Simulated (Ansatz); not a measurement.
Energy needed to pull apart SiNH4 (SMILES [NH][SiH3]), doublet, into free ground-state atoms, from the structure below (displaced at random from its PBE0-D4/def2-TZVP minimum); no zero-point or spin–orbit terms; open-shell atoms are treated unrestricted, in their ground-state multiplicity.

```
6
angstrom
N 0.5993 -0.8355 0.8665
Si -0.1839 0.3606 -0.0954
H 0.9152 -1.6012 0.3574
H -1.2799 -0.2616 -0.8300
H 0.8003 0.9221 -1.0773
H -0.6977 1.3673 0.7414
```

Program: Ansatz 0.2.0. Basis: def2-TZVPP. Cores are frozen in the correlated methods; orbitals are unrestricted.

```csv
method,atomization energy (kJ/mol)
PBE-D4,?
r2SCAN-D4,1665
PBE0-D4,1645
wB97M-V,?
HF,1196
MP2,1589
CCSD,1596
CCSD(T),1610
```

(1) What does PBE-D4 give? (To be estimated.)

(2) What does wB97M-V give? (To be estimated.)

No T1 diagnostic of these runs exceeds 0.015. ⟨S²⟩ of the unrestricted Hartree–Fock references: 0.76 (a pure state has 0.75).

Answers

(1) Computed: 1664 kJ/mol, which is about 54 kJ/mol more than CCSD(T)/def2-TZVPP.

(2) Computed: 1674 kJ/mol, which is about 64 kJ/mol more than CCSD(T)/def2-TZVPP.

In triple zeta the MP2 and coupled-cluster atomization energies are still short of their basis limit by a few kcal/mol a bond, whereas those of the functionals are nearly converged, so these differences are not deviations from converged CCSD(T).

For scale, one of the runs: CCSD(T)/def2-TZVPP forces, 129 basis functions (an equivalent command: `ansatz run in.yaml --threads 2`). The run took 97 s on 2 CPU threads (shared host), with 2.2 GiB of host memory at its peak.
